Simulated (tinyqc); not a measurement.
RKS/PBE in the sto-3g basis, for H2O, spin multiplicity 1, step by step. One step of it, computed by the program tinyqc.

Question. Iteration 2: diagonalisation and new density. Diagonalise F' = X^T F X, C = X C', fill 5 alpha and 5 beta electrons from the bottom; D = 2 C_occ C_occ^T. Each column has its largest component positive (the first on a tie).

extrapolated F (hartree):
```
,1O 1s,1O 2s,1O 2px,1O 2py,1O 2pz,2H 1s,3H 1s
1O 1s,-18.203013,-4.704516,0.000000,0.000000,-0.018625,-0.805110,-0.805110
1O 2s,-4.704516,-1.787617,0.000000,0.000000,-0.138429,-0.576821,-0.576821
1O 2px,0.000000,0.000000,0.063669,0.000000,0.000000,0.000000,0.000000
1O 2py,0.000000,0.000000,0.000000,-0.055762,0.000000,-0.209532,0.209532
1O 2pz,-0.018625,-0.138429,0.000000,0.000000,0.006223,-0.173019,-0.173019
2H 1s,-0.805110,-0.576821,0.000000,-0.209532,-0.173019,-0.318855,-0.178004
3H 1s,-0.805110,-0.576821,0.000000,0.209532,-0.173019,-0.178004,-0.318855
```

X:
```
,1,2,3,4,5,6,7
1O 1s,-0.345052,0.000000,0.736343,0.000000,-0.610848,0.000000,0.182760
1O 2s,1.065265,0.000000,-0.271491,0.000000,-0.282701,0.000000,0.455838
1O 2px,0.000000,0.000000,0.000000,1.000000,0.000000,0.000000,0.000000
1O 2py,0.000000,0.894307,0.000000,0.000000,0.000000,0.670061,0.000000
1O 2pz,0.450630,0.000000,0.661119,0.000000,0.647543,0.000000,0.194598
2H 1s,-0.669930,-0.772689,-0.183128,0.000000,0.150334,0.387763,0.380799
3H 1s,-0.669930,0.772689,-0.183128,0.000000,0.150334,-0.387763,0.380799
```

Give: F' = X^T F X; orbital energies; coefficients C; D after iteration 2.

Answer.

F' = X^T F X (hartree):
```
,1,2,3,4,5,6,7
1,-0.198,0.000,1.698,0.000,-1.515,0.000,0.579
2,0.000,0.366,0.000,0.000,0.000,0.123,0.000
3,1.698,0.000,-7.716,0.000,7.964,0.000,-3.800
4,0.000,0.000,0.000,0.064,0.000,0.000,0.000
5,-1.515,0.000,7.964,0.000,-8.188,0.000,4.006
6,0.000,0.123,0.000,0.000,0.000,-0.285,0.000
7,0.579,0.000,-3.800,0.000,4.006,0.000,-2.609
```

orbital energies (hartree): MO1 -18.214, MO2 -0.696, MO3 -0.307, MO4 -0.057, MO5 0.064, MO6 0.255, MO7 0.389

coefficients C:
```
,MO1,MO2,MO3,MO4,MO5,MO6,MO7
1O 1s,0.993,-0.221,0.000,-0.148,0.000,-0.102,0.000
1O 2s,0.029,0.776,0.000,0.718,0.000,0.615,0.000
1O 2px,0.000,0.000,0.000,0.000,1.000,0.000,0.000
1O 2py,0.000,0.000,0.499,0.000,0.000,0.000,1.000
1O 2pz,0.004,0.171,0.000,-0.612,0.000,0.833,0.000
2H 1s,-0.006,0.218,0.520,-0.418,0.000,-0.654,-0.691
3H 1s,-0.006,0.218,-0.520,-0.418,0.000,-0.654,0.691
```

D after iteration 2:
```
,1O 1s,1O 2s,1O 2px,1O 2py,1O 2pz,2H 1s,3H 1s
1O 1s,2.115,-0.498,0.000,0.000,0.112,0.015,0.015
1O 2s,-0.498,2.235,0.000,0.000,-0.612,-0.261,-0.261
1O 2px,0.000,0.000,2.000,0.000,0.000,0.000,0.000
1O 2py,0.000,0.000,0.000,0.498,0.000,0.519,-0.519
1O 2pz,0.112,-0.612,0.000,0.000,0.807,0.586,0.586
2H 1s,0.015,-0.261,0.000,0.519,0.586,0.985,-0.095
3H 1s,0.015,-0.261,0.000,-0.519,0.586,-0.095,0.985
```
